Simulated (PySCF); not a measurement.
# B(CO)H3: geometry, NMR shifts, electronic excitations, spin-spin couplings and core binding energies

What NMR shifts, electronic excitations, spin-spin couplings and core binding energies should B(CO)H3 (`[H]B([H])([H])<-[C-]#[O+]`) show?

Computed with PySCF 2.14.0, with density-fitted response routines of our own, on a single molecule in the gas phase. Atoms count from 0, in the outputs and in this text.

### Step 1. The molecule as given

6 atoms, charge 0, multiplicity 1; geometry from: GFN2-xTB.

Bonds of the start (Å): B0–C1 1.47, B0–H3 1.19, B0–H4 1.19, B0–H5 1.19, C1–O2 1.14.

### Step 2. Optimising the geometry at PBE0-D3(BJ)/def2-SVP

The job: settings as JSON, then the geometry in Å.

```
{"job": {"xc": "PBE0", "basis": "def2-SVP", "d3": "d3bj", "grid": 1, "maxiter": 40, "kind": "geom"}, "charge": 0, "multiplicity": 1}
B     -0.013250     0.005270    -0.516110
C      0.011910     0.007900     0.957520
O      0.044170    -0.008430     2.099160
H      1.125420     0.004210    -0.852220
H     -0.589380     0.982500    -0.862300
H     -0.578870    -0.991440    -0.826050
```

What it wrote:

```text
step   0  E = -139.69125238  max force = 0.042203
step   1  E = -139.69371346  max force = 0.009583
step   2  E = -139.69385531  max force = 0.002885
step   3  E = -139.69387308  max force = 0.000341
step   4  E = -139.69387489  max force = 0.000221
optimisation converged
```

It took 2.7 s on 1 thread, shared host.

Relaxation path:

```csv
step,energy from step 0 (eV),largest force component (eV/Å)
0,0.0000,2.1702
1,-0.0670,0.4928
2,-0.0708,0.1484
3,-0.0713,0.0175
4,-0.0714,0.0114
```

Distances of close pairs at the start and the end, largest changes first:

```csv
bond,before (Å),after (Å),change (Å)
B0–C1,1.474,1.519,+0.045
B0–H4,1.186,1.220,+0.034
B0–H3,1.187,1.221,+0.034
B0–H5,1.187,1.221,+0.034
C1–O2,1.142,1.132,-0.010
```

The next job starts from the end point, and lists it.

```csv
at the end point,value
point group (found at 0.08 Å tolerance),C3v
"rotational constants (GHz, main isotopes)","119.7, 8.764, 8.764"
dipole moment (D),1.49
```

### Step 3. Nuclear shieldings: PBE0/pcSseg-1

The job: settings as JSON, then the geometry in Å.

```
{"job": {"kind": "nmr", "xc": "PBE0", "basis": "pcSseg-1"}, "charge": 0, "multiplicity": 1}
B     -0.009948     0.000986    -0.541807
C      0.013201     0.004712     0.976978
O      0.034655     0.001800     2.108587
H      1.168401     0.002927    -0.861017
H     -0.608899     1.018268    -0.849640
H     -0.597411    -1.028684    -0.833101
```

With the program's defaults for keys left out, this is: GIAO PBE0/pcSseg-1 NMR shielding, non-relativistic, gas phase.

What it wrote:

```text
coarse grid: 5120 points
cycle   1  E = -139.6789477086  dE =  2.952e-01  |g| = 5.866e-01  |ddm| = 1.984e+00
cycle   2  E = -139.5144337219  dE =  1.645e-01  |g| = 1.143e+00  |ddm| = 8.314e-01
cycle   3  E = -139.7480349364  dE = -2.336e-01  |g| = 1.595e-01  |ddm| = 5.160e-01
cycle   4  E = -139.7550320139  dE = -6.997e-03  |g| = 3.456e-02  |ddm| = 1.441e-01
cycle   5  E = -139.7552890529  dE = -2.570e-04  |g| = 8.300e-03  |ddm| = 2.650e-02
cycle   6  E = -139.7553081299  dE = -1.908e-05  |g| = 1.251e-03  |ddm| = 7.246e-03
cycle   7  E = -139.7553085591  dE = -4.292e-07  |g| = 5.716e-05  |ddm| = 1.093e-03
final grid: 49744 points
cycle   8  E = -139.7840735065  dE =  4.388e-06  |g| = 1.162e-02  |ddm| = 1.437e-02
cycle   9  E = -139.7839821108  dE =  9.140e-05  |g| = 2.527e-02  |ddm| = 1.607e-02
cycle  10  E = -139.7840984285  dE = -1.163e-04  |g| = 7.440e-04  |ddm| = 1.113e-02
cycle  11  E = -139.7840985832  dE = -1.547e-07  |g| = 9.312e-05  |ddm| = 6.579e-04
cycle  12  E = -139.7840985854  dE = -2.151e-09  |g| = 2.506e-05  |ddm| = 7.796e-05
cycle  13  E = -139.7840985855  dE = -1.023e-10  |g| = 1.165e-05  |ddm| = 2.450e-05
converged SCF energy = -139.7840985855

GIAO shielding tensors (ppm)
atom      isotropic    diamagn.    paramagn.     s11        s22        s33       span
  0 B      160.566     192.574     -32.008    154.213    154.376    173.108     18.895
  1 C      -10.325     261.145    -271.470   -147.226   -147.207    263.459    410.685
  2 O      -39.465     400.074    -439.539   -223.659   -222.555    327.819    551.479
  3 H       29.691      27.516       2.175     26.776     28.637     33.659      6.883
  4 H       29.711      27.515       2.197     26.802     28.627     33.705      6.902
  5 H       29.693      27.516       2.177     26.779     28.635     33.664      6.885
```

It took 2 s on 1 thread, shared host.

Shifts follow as δ = σ(reference) − σ, with reference shieldings (ppm) from runs at the same level and on the same kind of geometry: 1H TMS 31.27, 13C TMS 184.4, 17O H2O 334.6, 11B BF3·OEt2 100.7. The references are single molecules in the gas phase, so shifts against H2O, NH3, PH3, H3PO4 or CFCl3 are not on the usual liquid scales and can be off by tens of ppm. Atoms listed in one row are averaged.

```csv
atoms,environment,σ (ppm),δ (ppm)
C1,"carbon bonded to B, O",-10.3,194.7
"H3, H4, H5",hydrogen on a boron bonded to C,29.70,1.57
B0,"boron bonded to C, 3 H",160.6,-59.8
O2,oxygen bonded to C,-39.5,374.0
```

The run also stored atomic charges by several schemes (e):

```csv
atoms,Mulliken,IAO,Hirshfeld,ESP fit
B0,-0.17,-0.55,-0.10,-0.31
C1,0.28,0.53,0.28,0.50
O2,-0.17,-0.17,-0.06,-0.18
```

Mayer bond orders: B0–C1 0.95, C1–O2 2.31.

### Step 4. TDDFT and polarisability: wB97X-D/def2-SVPD

Same as in step 3 but for these lines:

```diff
@@ -1,2 +1,2 @@
-{"job": {"kind": "nmr", "xc": "PBE0", "basis": "pcSseg-1"}, "charge": 0, "multiplicity": 1}
+{"job": {"kind": "uv", "xc": "wB97X-D", "basis": "def2-SVPD", "ip": false, "nstates": 10}, "charge": 0, "multiplicity": 1}
 B     -0.009948     0.000986    -0.541807
```

With the program's defaults for keys left out, this is: TDDFT wB97X-D/def2-SVPD, vertical, gas phase, core orbitals frozen in the response.

What it wrote:

```text
coarse grid: 5120 points
cycle   1  E = -139.7098796913  dE =  3.164e-01  |g| = 6.045e-01  |ddm| = 2.614e+00
cycle   2  E = -139.6316687578  dE =  7.821e-02  |g| = 9.456e-01  |ddm| = 1.169e+00
cycle   3  E = -139.7896716923  dE = -1.580e-01  |g| = 8.211e-02  |ddm| = 6.657e-01
cycle   4  E = -139.7913567925  dE = -1.685e-03  |g| = 1.878e-02  |ddm| = 9.546e-02
cycle   5  E = -139.7914432077  dE = -8.642e-05  |g| = 2.796e-03  |ddm| = 3.938e-02
cycle   6  E = -139.7914454900  dE = -2.282e-06  |g| = 4.649e-04  |ddm| = 9.061e-03
final grid: 49744 points
cycle   7  E = -139.8186802673  dE = -3.792e-05  |g| = 3.919e-03  |ddm| = 7.341e-02
cycle   8  E = -139.8186785547  dE =  1.713e-06  |g| = 5.172e-03  |ddm| = 1.080e-02
cycle   9  E = -139.8186834316  dE = -4.877e-06  |g| = 6.558e-04  |ddm| = 3.831e-03
cycle  10  E = -139.8186835162  dE = -8.459e-08  |g| = 1.310e-04  |ddm| = 9.405e-04
cycle  11  E = -139.8186835218  dE = -5.537e-09  |g| = 1.510e-05  |ddm| = 3.065e-04
cycle  12  E = -139.8186835219  dE = -1.727e-10  |g| = 4.353e-06  |ddm| = 5.285e-05
converged SCF energy = -139.8186835219

Static polarisability (au): isotropic 34.160, principal 28.467 28.492 45.522

Singlet excitations
state   eV       nm        f      main configurations
  1   6.3994    193.7   0.00002   H->L 0.53, H-1->L+1 0.47
  2   6.6593    186.2   0.01494   H-1->L 0.48, H->L+1 0.48
  3   6.6658    186.0   0.01582   H-1->L+1 0.51, H->L 0.45
  4   8.2870    149.6   0.61205   H->L+1 0.47, H-1->L 0.47
  5   8.5572    144.9   0.03806   H-2->L 0.93
  6   8.5613    144.8   0.03789   H-2->L+1 0.93
  7   9.0369    137.2   0.09703   H->L+2 0.95
  8   9.0416    137.1   0.09863   H-1->L+2 0.95
  9  10.1376    122.3   0.00000   H-4->L 0.50, H-3->L+1 0.48
 10  10.4344    118.8   0.01059   H->L+3 0.77, H->L+6 0.12

Triplet excitations (Tamm-Dancoff, eV): 5.8327 6.0837 6.0893 6.4008
```

Run time: 2.5 s. Hardware: 1 thread, shared host.

Frontier orbitals and where they lie:

```csv
orbital,eV,atoms
HOMO−3,-16.56,"O2 65 %, C1 30 %"
HOMO−2,-13.19,"B0 40 %, C1 17 %, H4 13 %"
HOMO−1,-11.46,"B0 40 %, H4 25 %, C1 11 %"
HOMO,-11.45,"B0 40 %, H3 20 %, H5 20 %"
LUMO,0.30,"C1 45 %, O2 32 %, B0 11 %"
LUMO+1,0.31,"C1 45 %, O2 32 %, B0 11 %"
LUMO+2,1.81,"B0 57 %, C1 22 %, O2 12 %"
```

With each of the 10 states as a Gaussian band of 0.4 eV half-width at 1/e, the curve within the window shown has maxima at 187 nm (ε 1,200), 150 nm (ε 27,000), 119 nm (ε 430) L/(mol cm). Beyond the last state computed it falls off for lack of states. The curve at chosen wavelengths:

nm, ε (L/mol/cm) and a bar:
```
      116        244 
      120        420 
      124        177 
      128        442 
      132       3111 ####
      136       7921 #########
      140      11028 #############
      143      15092 #################
      147      24317 ############################
      151      26171 ##############################
      155      16653 ###################
      159       6529 #######
      163       1683 ##
      167        328 
      171        162 
      175        371 
      179        755 #
      183       1119 #
      187       1244 #
      190       1139 #
      194        830 #
      198        494 #
      202        246 
      206        105 
      210         39 
      214         13
```

Ground-state properties from the same run:

```csv
property,computed
dipole moment (D),1.41
polarisability (Å³),5.06
HOMO–LUMO gap (eV),11.75
−ε(HOMO) (eV),11.45
```

### Step 5. J couplings: B3LYP/pcJ-1

Same as in step 4 but for these lines:

```diff
@@ -1,2 +1,2 @@
-{"job": {"kind": "uv", "xc": "wB97X-D", "basis": "def2-SVPD", "ip": false, "nstates": 10}, "charge": 0, "multiplicity": 1}
+{"job": {"kind": "j", "xc": "B3LYP", "basis": "pcJ-1"}, "charge": 0, "multiplicity": 1}
 B     -0.009948     0.000986    -0.541807
```

With the program's defaults for keys left out, this is: B3LYP/pcJ-1 indirect spin-spin coupling, non-relativistic, gas phase.

What it wrote:

```text
coarse grid: 5120 points
cycle   1  E = -139.8586770534  dE =  2.749e-01  |g| = 6.389e-01  |ddm| = 1.904e+00
cycle   2  E = -139.6187265862  dE =  2.400e-01  |g| = 1.348e+00  |ddm| = 9.171e-01
cycle   3  E = -139.9345062220  dE = -3.158e-01  |g| = 1.926e-01  |ddm| = 5.934e-01
cycle   4  E = -139.9446865119  dE = -1.018e-02  |g| = 5.067e-02  |ddm| = 1.777e-01
cycle   5  E = -139.9452430108  dE = -5.565e-04  |g| = 1.213e-02  |ddm| = 3.687e-02
cycle   6  E = -139.9452823578  dE = -3.935e-05  |g| = 1.893e-03  |ddm| = 1.004e-02
cycle   7  E = -139.9452834119  dE = -1.054e-06  |g| = 1.209e-04  |ddm| = 1.726e-03
final grid: 49744 points
cycle   8  E = -139.9786567663  dE = -6.621e-05  |g| = 5.138e-03  |ddm| = 9.242e-03
cycle   9  E = -139.9786408376  dE =  1.593e-05  |g| = 1.069e-02  |ddm| = 6.165e-03
cycle  10  E = -139.9786607299  dE = -1.989e-05  |g| = 9.345e-04  |ddm| = 4.689e-03
cycle  11  E = -139.9786608686  dE = -1.386e-07  |g| = 4.600e-04  |ddm| = 9.513e-04
cycle  12  E = -139.9786609336  dE = -6.505e-08  |g| = 3.745e-05  |ddm| = 3.725e-04
cycle  13  E = -139.9786609339  dE = -2.679e-10  |g| = 1.157e-05  |ddm| = 2.857e-05
converged SCF energy = -139.9786609339

Indirect spin-spin couplings (Hz)
  i      j    bonds     total        FC       PSO       DSO        SD
  0 B    1 C    1     44.980    46.841    -2.212     0.225     0.126
  0 B    2 O    2      3.036     2.960     0.411     0.132    -0.467
  0 B    3 H    1    115.392   114.759    -0.019     0.562     0.090
  0 B    4 H    1    116.485   115.861    -0.029     0.560     0.093
  0 B    5 H    1    115.510   114.879    -0.020     0.561     0.090
  1 C    2 O    1     12.869     9.841     9.896     0.040    -6.908
  1 C    3 H    2     -6.695    -6.723    -0.319     0.105     0.242
  1 C    4 H    2     -6.327    -6.351    -0.309     0.097     0.237
  1 C    5 H    2     -6.648    -6.675    -0.318     0.104     0.241
  2 O    3 H    3     -3.932    -3.729    -0.345     0.250    -0.108
  2 O    4 H    3     -3.917    -3.711    -0.355     0.252    -0.103
  2 O    5 H    3     -3.930    -3.727    -0.346     0.250    -0.108
  3 H    4 H    2    -25.034   -25.012     1.639    -1.636    -0.026
  3 H    5 H    2    -24.951   -24.929     1.628    -1.624    -0.026
  4 H    5 H    2    -25.050   -25.028     1.641    -1.637    -0.026
```

Wall time 3 s (1 thread, shared host).

A choice of the couplings up to four bonds, sorted by the number of bonds, with means over like pairs; isotopes 11B, 13C, 1H, 17O:

```csv
pair,bonds,J (Hz),Fermi contact (Hz)
B0–H3,1,115.8,115.2
B0–C1,1,45.0,46.8
C1–O2,1,12.9,9.8
H3–H4,2,-25.0,-25.0
C1–H3,2,-6.6,-6.6
B0–O2,2,3.0,3.0
O2–H3,3,-3.9,-3.7
```

Quadrupole couplings from the field gradients of the same density:

```csv
atom,isotope,eQq/h (MHz),η
O2,17O,1.770,0.02
B0,11B,1.492,0.01
```

### Step 6. Shielding tensors: KT2/pcSseg-1

Same as in step 5 but for these lines:

```diff
@@ -1,2 +1,2 @@
-{"job": {"kind": "j", "xc": "B3LYP", "basis": "pcJ-1"}, "charge": 0, "multiplicity": 1}
+{"job": {"kind": "nmr", "xc": "KT2", "basis": "pcSseg-1", "pop": false}, "charge": 0, "multiplicity": 1}
 B     -0.009948     0.000986    -0.541807
```

With the program's defaults for keys left out, this is: GIAO KT2/pcSseg-1 NMR shielding, non-relativistic, gas phase.

What it wrote:

```text
coarse grid: 5120 points
cycle   1  E = -142.0685263747  dE =  2.948e-01  |g| = 7.001e-01  |ddm| = 2.013e+00
cycle   2  E = -141.6069856916  dE =  4.615e-01  |g| = 1.694e+00  |ddm| = 1.202e+00
cycle   3  E = -142.1460250174  dE = -5.390e-01  |g| = 3.194e-01  |ddm| = 8.501e-01
cycle   4  E = -142.1752902600  dE = -2.927e-02  |g| = 1.001e-01  |ddm| = 3.420e-01
cycle   5  E = -142.1780489819  dE = -2.759e-03  |g| = 2.395e-02  |ddm| = 9.432e-02
cycle   6  E = -142.1782192796  dE = -1.703e-04  |g| = 5.720e-03  |ddm| = 2.594e-02
cycle   7  E = -142.1782313183  dE = -1.204e-05  |g| = 4.767e-04  |ddm| = 6.382e-03
cycle   8  E = -142.1782314178  dE = -9.958e-08  |g| = 6.880e-05  |ddm| = 5.907e-04
final grid: 49744 points
cycle   9  E = -142.2176363184  dE = -8.064e-05  |g| = 7.820e-03  |ddm| = 2.685e-02
cycle  10  E = -142.2176242379  dE =  1.208e-05  |g| = 9.397e-03  |ddm| = 1.407e-02
cycle  11  E = -142.2176502439  dE = -2.601e-05  |g| = 2.186e-03  |ddm| = 9.426e-03
cycle  12  E = -142.2176516638  dE = -1.420e-06  |g| = 5.475e-04  |ddm| = 1.718e-03
cycle  13  E = -142.2176517214  dE = -5.767e-08  |g| = 2.873e-04  |ddm| = 5.205e-04
cycle  14  E = -142.2176517412  dE = -1.975e-08  |g| = 1.964e-05  |ddm| = 1.959e-04
cycle  15  E = -142.2176517413  dE = -9.550e-11  |g| = 4.316e-06  |ddm| = 1.586e-05
converged SCF energy = -142.2176517413

GIAO shielding tensors (ppm)
atom      isotropic    diamagn.    paramagn.     s11        s22        s33       span
  0 B      161.237     194.455     -33.218    154.767    154.929    174.014     19.247
  1 C        5.569     261.357    -255.788   -120.947   -120.928    258.582    379.529
  2 O      -23.060     401.863    -424.923   -196.264   -195.267    322.352    518.616
  3 H       29.596      27.652       1.945     26.690     28.552     33.546      6.856
  4 H       29.617      27.649       1.969     26.719     28.544     33.590      6.871
  5 H       29.598      27.651       1.947     26.693     28.551     33.551      6.857
```

It took 1.8 s on 1 thread, shared host.

In short: δ C1 177.7, B0 -61.3, O2 353.7, H3 1.57 ppm (means over like atoms).

### Step 7. Core holes by ΔSCF: SCAN, X2C

Same as in step 6 but for these lines:

```diff
@@ -1,2 +1,2 @@
-{"job": {"kind": "nmr", "xc": "KT2", "basis": "pcSseg-1", "pop": false}, "charge": 0, "multiplicity": 1}
+{"job": {"kind": "xps", "metal_2p": true}, "charge": 0, "multiplicity": 1}
 B     -0.009948     0.000986    -0.541807
```

With the program's defaults for keys left out, this is: delta-SCF UKS SCAN, pcX-2 on the ionised atom (unc-x2c-TZVPall on a metal), pcseg-1 elsewhere, spin-free X2C.

What it wrote:

```text
ground state, core basis on atom 0 (B), 88 functions
  cycle   1  E = -139.88689751  |g| = 5.45e-01
  cycle   2  E = -139.71972497  |g| = 1.07e+00
  cycle   3  E = -139.94843092  |g| = 2.20e-01
  cycle   4  E = -139.95950837  |g| = 5.88e-02
  cycle   5  E = -139.96035088  |g| = 1.81e-02
  cycle   6  E = -139.96044845  |g| = 4.11e-03
  cycle   7  E = -139.96045374  |g| = 6.34e-04
  cycle   8  E = -139.96045495  |g| = 8.38e-05
  E(ground) = -139.96554213 Eh
hole in B 1s of atom 0
  cycle   1  E = -132.38670784  |g| = 1.17e+00
  cycle   2  E = -131.96862999  |g| = 1.37e+00
  cycle   3  E = -132.62583828  |g| = 6.34e-01
  cycle   4  E = -132.73485039  |g| = 3.78e-01
  cycle   5  E = -132.78844575  |g| = 4.69e-02
  cycle   6  E = -132.78940586  |g| = 1.53e-02
  cycle   7  E = -132.78956439  |g| = 3.64e-03
  cycle   8  E = -132.78957916  |g| = 1.34e-03
  cycle   9  E = -132.78958353  |g| = 6.70e-04
  cycle  10  E = -132.78958510  |g| = 2.81e-04
  E(ion) = -132.79526896 Eh   <S^2> = 0.7681   hole on atom = 1.000   binding energy = 195.113 eV
ground state, core basis on atom 1 (C), 88 functions
  cycle   1  E = -139.97244435  |g| = 5.92e-02
  cycle   2  E = -139.97222639  |g| = 3.71e-02
  cycle   3  E = -139.97194336  |g| = 5.42e-02
  cycle   4  E = -139.97254338  |g| = 7.16e-03
  cycle   5  E = -139.97255583  |g| = 1.44e-03
  cycle   6  E = -139.97255694  |g| = 2.17e-04
  E(ground) = -139.97853634 Eh
hole in C 1s of atom 1
  cycle   1  E = -128.56371888  |g| = 1.48e+00
  cycle   2  E = -125.44832708  |g| = 2.43e+00
  cycle   3  E = -128.08588246  |g| = 1.34e+00
  cycle   4  E = -128.85386770  |g| = 8.02e-01
  cycle   5  E = -129.03433015  |g| = 3.30e-01
  cycle   6  E = -129.09828638  |g| = 9.76e-02
  cycle   7  E = -129.10272154  |g| = 5.26e-02
  cycle   8  E = -129.10462541  |g| = 1.11e-02
  cycle   9  E = -129.10473733  |g| = 2.81e-03
  cycle  10  E = -129.10475620  |g| = 8.80e-04
  cycle  11  E = -129.10475857  |g| = 6.02e-04
  cycle  12  E = -129.10475810  |g| = 4.10e-04
  E(ion) = -129.10924594 Eh   <S^2> = 0.8305   hole on atom = 1.000   binding energy = 295.768 eV
ground state, core basis on atom 2 (O), 88 functions
  cycle   1  E = -139.99784700  |g| = 1.03e-01
  cycle   2  E = -139.99509683  |g| = 1.28e-01
  cycle   3  E = -139.99718478  |g| = 7.82e-02
  cycle   4  E = -139.99828808  |g| = 1.23e-02
  cycle   5  E = -139.99833875  |g| = 1.06e-03
  cycle   6  E = -139.99833935  |g| = 2.34e-04
  E(ground) = -140.00032699 Eh
hole in O 1s of atom 2
  cycle   1  E = -119.26568079  |g| = 2.21e+00
  cycle   2  E = -116.89127885  |g| = 2.70e+00
  cycle   3  E = -119.51332807  |g| = 8.70e-01
  cycle   4  E = -119.72898032  |g| = 7.67e-01
  cycle   5  E = -120.07923846  |g| = 1.18e-01
  cycle   6  E = -120.08623650  |g| = 6.28e-02
  cycle   7  E = -120.08923326  |g| = 7.72e-03
  cycle   8  E = -120.08927734  |g| = 3.15e-03
  cycle   9  E = -120.08928492  |g| = 1.54e-03
  cycle  10  E = -120.08928951  |g| = 6.87e-04
  cycle  11  E = -120.08929227  |g| = 4.72e-04
  E(ion) = -120.09365477 Eh   <S^2> = 0.7717   hole on atom = 1.000   binding energy = 541.688 eV
```

Wall time 3.9 s (1 thread, shared host).

The holes in one table. −ε is the ground-state orbital energy:

```csv
hole,stands for,environment,ΔSCF (eV),−ε (eV),⟨S²⟩
B1s on B0,B0,"boron bonded to C, 3 H",195.11,179.1,0.768
C1s on C1,C1,"carbon bonded to B, O",295.77,278.1,0.831
O1s on O2,O2,oxygen bonded to C,541.69,520.1,0.772
```

### Step 8. Run by run: NMR shifts

Shifts (ppm), means over like atoms, with basis size and wall time:

```csv
run,C1,H3,B0,O2,functions,time
PBE0/pcSseg-1,194.7,1.57,-59.8,374.0,66,2 s
KT2/pcSseg-1,177.7,1.57,-61.3,353.7,66,1.8 s
```

### Step 9. Summary of results

| quantity | value |
| --- | --- |
| point group | C3v |
| rotational constants (main isotopes) | 119.74, 8.76, 8.76 GHz |
| 13C shifts against TMS (PBE0/pcSseg-1) | 194.7 ppm |
| 1H shifts against TMS (PBE0/pcSseg-1, means over atoms taken as alike) | 1.57 ppm |
| 11B shifts against BF3·OEt2 (PBE0/pcSseg-1) | -59.8 ppm |
| 17O shifts against H2O (PBE0/pcSseg-1) | 374.0 ppm |
| lowest singlet (wB97X-D/def2-SVPD) | 6.40 eV (194 nm), f = 0.000 |
| brightest single state of those computed | state 4, 8.29 eV, f = 0.612 |
| lowest triplet | 5.83 eV |
| largest coupling of the table (B3LYP/pcJ-1) | 1J(B,H) B0–H3, 115.8 Hz |
| B1s binding energies, SCAN/pcX-2 | B0 195.11 eV |
| C1s binding energies, SCAN/pcX-2 | C1 295.77 eV |
| O1s binding energies, SCAN/pcX-2 | O2 541.69 eV |
| range of the shift of O2 | 353.7 to 374.0 ppm |

What this shows: Relaxing lowered the energy by 0.071 eV in 4 steps; the close pair that moved most is B0–C1, from 1.474 to 1.519 Å. No frequency check was run at this level, so the end point may be a saddle. At PBE0/pcSseg-1: The largest span, 551 ppm, is at O2, where the paramagnetic term is -440 ppm. The lowest singlet, at 6.40 eV, is HOMO→LUMO 0.53, HOMO−1→LUMO+1 0.47 and is dark; of the 10 states computed, the strongest absorption comes from state 4 at 8.29 eV. The lowest triplet lies 0.57 eV below the lowest singlet (triplets in Tamm-Dancoff, singlets in full TDDFT). Of the pairs tabulated at B3LYP/pcJ-1, B0–H3 (mean over like pairs) couples most strongly (115.8 Hz; Fermi contact 115.2 Hz). Across the 2 runs the shift of O2 moves most, between 353.7 (KT2/pcSseg-1) and 374.0 ppm (PBE0/pcSseg-1).
